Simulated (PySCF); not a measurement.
# C5H4O: the cost of one run

Programs: PySCF 2.14.0, with routines of our own; each step states its level. All values are computed. Atoms count from 0.

### 1 The starting structure

10 atoms, charge 0, multiplicity 1; geometry from: GFN2-xTB.

### 2 Optimising the geometry at PBE0-D3(BJ)/def2-SVP

What the job is given:

```
{"job": {"xc": "PBE0", "basis": "def2-SVP", "d3": "d3bj", "grid": 1, "kind": "geom"}, "charge": 0, "multiplicity": 1}
O      2.406789     0.261563    -0.183158
C      1.213434     0.131909    -0.093945
C      0.185357     1.211022     0.057083
C     -1.013687     0.632474     0.120175
C     -0.862230    -0.835313     0.016720
C      0.428361    -1.143757    -0.108688
H      0.434274     2.253509     0.101927
H     -1.969118     1.113653     0.229749
H     -1.698648    -1.510620     0.043569
H      0.884351    -2.109785    -0.205961
```

Launch:

```console
$ OMP_NUM_THREADS=1 python excited_run.py task.json out
```

This one command runs all jobs of the session in turn.

**Question.** How long does this first job take on 1 thread of INTEL XEON PLATINUM 8581C at 2.30GHz, shared host, and how much memory does it need?

About 13 s, with a peak of 0.46 GiB.
